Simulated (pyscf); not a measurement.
Single points on ωB97X-D3(BJ)/def2-SVP structures (PySCF, gas phase).

### Question
How much does it cost (ΔH, 298 K, ωB97M-D3(BJ)/def2-TZVP) to split H₂N–Mo(=O)(=O)–OH at its Mo–N bond into NH₂• + [O=Mo(=O)–OH]•?

### Answer
Mo–N to NH₂• + [O=Mo(=O)–OH]•: 89.3 kcal/mol. The 7 functionals that were run give +88.4 (M06-2X) to +94.6 kcal/mol (PBE). The radicals are drawn with the spin at the cut bond; how far it spreads was not checked. Other isomers of [O=Mo(=O)–OH]• were not searched in full and may lie lower. Open-shell species with a d-block atom are single-reference here; other states, and whether the spin sits on metal or ligand, were not checked. Elements past Kr carry the def2 core potentials, without spin-orbit coupling.
